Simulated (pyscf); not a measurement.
A first-order saddle from PySCF, ωB97X-D3(BJ)/def2-SVP:

```xyz
7

O     -1.4678     1.0528    -0.4991
C     -0.6209     0.4971     0.3063
O     -0.2257    -0.7290    -0.7696
H     -0.6851    -1.5494    -0.5276
H     -0.9820    -0.0469     1.2106
H      0.3748     0.9582     0.4785
H     -1.0030     0.0142    -1.2039
```

Surface: singlet, charge 0. Lowest wavenumbers (cm⁻¹): 1659i, 408, 608, 773, 786.

Q: Which two sides does it connect, and which bonds change?

A: HO–CH₂–OH <-> formaldehyde (H₂C=O) + water (H₂O), an elimination read from left to right: H–O, C–O broken and H–O formed. At CCSD(T)/def2-TZVPP + ΔMP2(QZVPP) it lies +49.5 kcal/mol from the left side and +35.5 kcal/mol from the right (each side as separated species at their lowest minima found). This is the saddle that the search found; another between the same sides may lie lower. The CCSD(T) − MP2 part came from Ansatz, without density fitting, on the same reference.
